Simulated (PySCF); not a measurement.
Molecule: `CN1CC1`, C3H7N.

Molfile (atoms numbered from 1):
```
C3H7N
     RDKit          3D

 11 11  0  0  0  0  0  0  0  0999 V2000
    1.3993    0.1675    0.0494 C   0  0  0  0  0  0  0  0  0  0  0  0
    0.1173    0.3088   -0.5894 N   0  0  0  0  0  0  0  0  0  0  0  0
   -1.0358    0.4570    0.2598 C   0  0  0  0  0  0  0  0  0  0  0  0
   -0.7977   -0.7988   -0.4953 C   0  0  0  0  0  0  0  0  0  0  0  0
    2.0989   -0.3428   -0.6306 H   0  0  0  0  0  0  0  0  0  0  0  0
    1.3613   -0.4104    0.9989 H   0  0  0  0  0  0  0  0  0  0  0  0
    1.8139    1.1624    0.2741 H   0  0  0  0  0  0  0  0  0  0  0  0
   -0.8861    0.4159    1.3478 H   0  0  0  0  0  0  0  0  0  0  0  0
   -1.7967    1.1743   -0.0674 H   0  0  0  0  0  0  0  0  0  0  0  0
   -0.4891   -1.6767    0.0894 H   0  0  0  0  0  0  0  0  0  0  0  0
   -1.3781   -1.0327   -1.3947 H   0  0  0  0  0  0  0  0  0  0  0  0
  1  2  1  0
  2  3  1  0
  3  4  1  0
  4  2  1  0
  1  5  1  0
  1  6  1  0
  1  7  1  0
  3  8  1  0
  3  9  1  0
  4 10  1  0
  4 11  1  0
M  END
```

Geometry PBE0-D3(BJ)/def2-SVP throughout; GIAO in PySCF 2.14.0 with density-fitted response routines, gas phase, one conformer, non-relativistic; equivalent atoms averaged; basis pcSseg-2.

For orientation, BP86 gives these shifts δ (against TMS, NH3 at the same level): C1 51.3, C3/C4 30.2, N2 23.5, H5/H6/H7 2.23, H8/H9/H10/H11 1.16 ppm.

A run gave: C1 51.2, C3/C4 30.1, N2 24.6, H5/H6/H7 2.22, H8/H9/H10/H11 1.15 ppm (shifts δ (against TMS, NH3 at the same level)).

**Question.** Which functional was used in that run?
A. BHandHLYP
B. PBE
C. WP04
D. CAM-B3LYP

**Answer.** B. N2 tells them apart best: PBE gives 24.6, BHandHLYP gives 10.2, CAM-B3LYP gives 16.6, WP04 gives 20.0 ppm.
